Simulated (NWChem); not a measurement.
**UBP86/jun-cc-pV(D+d)Z run of NH (imidogen)**

What is the vertical ionisation energy of NH (imidogen) at UBP86/jun-cc-pV(D+d)Z? 

The calculation is run with NWChem 7.3.0.

8 further runs of the same task are left out: 8 set aside as unsound or not needed.

### 1 Starting point

The species is NH (2 atoms), meant as a triplet with charge 0. SMILES: `[NH]`. Geometry: the measured bond length.

Bond lengths: N1–H2 1.036 Å.

### 2 The energy at UBP86/jun-cc-pV(D+d)Z

Contents of hn.nw:

```
start hn
memory total 2200 mb
charge 0
geometry units atomic noautosym nocenter noautoz
 N      0.00000000     0.00000000     0.00000000
 H      0.00000000     0.00000000     1.95815311
end
basis spherical bse
 * library "jun-cc-pV(D+d)Z"
end
dft
 xc becke88 perdew86
 mult 3
 grid fine
 convergence energy 1e-08
 iterations 100
 mulliken
 print low
end
task dft
```

On the command line:

```bash
nwchem hn.nw > hn.out
```

The log of the run:

```text
[...]
 d= 0,ls=0.0,diis     1    -55.2004658821 -5.88D+01  1.15D-02  6.35D-02     0.2
[...]
 d= 0,ls=0.0,diis     8    -55.2242539306 -6.32D-10  9.02D-08  1.01D-12     1.0
[...]
         Total DFT energy =      -55.224253930627
      One electron energy =      -81.557579547160
           Coulomb energy =       29.924948129694
    Exchange-Corr. energy =       -7.166419583039
 Nuclear repulsion energy =        3.574797069878
[...]
      Total Density - Mulliken Population Analysis
     ---------------------------------------------
    Atom       Charge   Shell Charges
 -----------   ------   -------------------------------------------------------
    1 N    7     7.17   2.01  0.88  0.96  0.07  2.02  1.11  0.11  0.01
    2 H    1     0.83   0.73  0.06  0.05
[...]
      <S2> =      2.0045 (Exact =     2.0000)
[...]
```

Run time: 1.6 s. Hardware: 1 thread of Intel Xeon Platinum 8375C at 2.90GHz (Ice Lake), shared host; peak memory 0.1 GiB.

### 3 The doublet cation

Contents of a.nw:

```
start a
memory 2200 mb
charge 1
geometry units angstrom noautosym nocenter noautoz
N      0.000000     0.000000     0.000000
H      0.000000     0.000000     1.036210
end
basis spherical bse
* library "jun-cc-pV(D+d)Z"
end
dft
xc becke88 perdew86
mult 2
grid fine
convergence energy 1e-08
maxiter 100
mulliken
noprint "final vectors analysis"
end
task dft energy
```

On the command line:

```bash
nwchem a.nw > a.out
```

The log of the run:

```text
[...]
          Wavefunction type:  spin polarized.
          No. of atoms     :     2
          No. of electrons :     7
[...]
          Charge           :     1
          Spin multiplicity:     2
[...]
          AO basis - number of functions:    23
[...]
              XC Information
              --------------
                    Becke 1988 Exchange Functional  1.000
                Perdew 1981 Correlation Functional  1.000 local
                Perdew 1986 Correlation Functional  1.000 non-local
[...]
 d= 0,ls=0.0,diis     1    -54.6902142720 -5.83D+01  1.21D-02  7.41D-02     0.2
[...]
 d= 0,ls=0.0,diis     7    -54.7163753265 -2.55D-09  3.03D-06  3.13D-11     0.7
[...]
         Total DFT energy =      -54.716375326521
      One electron energy =      -77.607875913769
           Coulomb energy =       26.093429457481
    Exchange-Corr. energy =       -6.776726201853
 Nuclear repulsion energy =        3.574797331620
[...]
      Total Density - Mulliken Population Analysis
     ---------------------------------------------
    Atom       Charge   Shell Charges
 -----------   ------   -------------------------------------------------------
    1 N    7     6.33   2.01  1.01  0.88  0.02  1.73  0.65  0.01  0.01
    2 H    1     0.67   0.66 -0.04  0.05
[...]
      <S2> =      0.7517 (Exact =     0.7500)
[...]
```

It took 1.2 s on 1 thread of Intel Xeon Platinum 8375C at 2.90GHz (Ice Lake), shared host; peak memory 0.11 GiB.

### 4 Summary of results

Level: UBP86/jun-cc-pV(D+d)Z.

| quantity | value |
| --- | --- |
| triplet NH: total energy | -55.22425 Eh |
| triplet NH: ⟨S²⟩ | 2.005 |
| doublet cation: total energy | -54.71638 Eh |
| doublet cation: ⟨S²⟩ | 0.752 |
| vertical ionisation energy (to the doublet cation) | 13.820 eV |

What this shows: Removing an electron at fixed nuclei costs 13.82 eV (1333 kJ/mol).
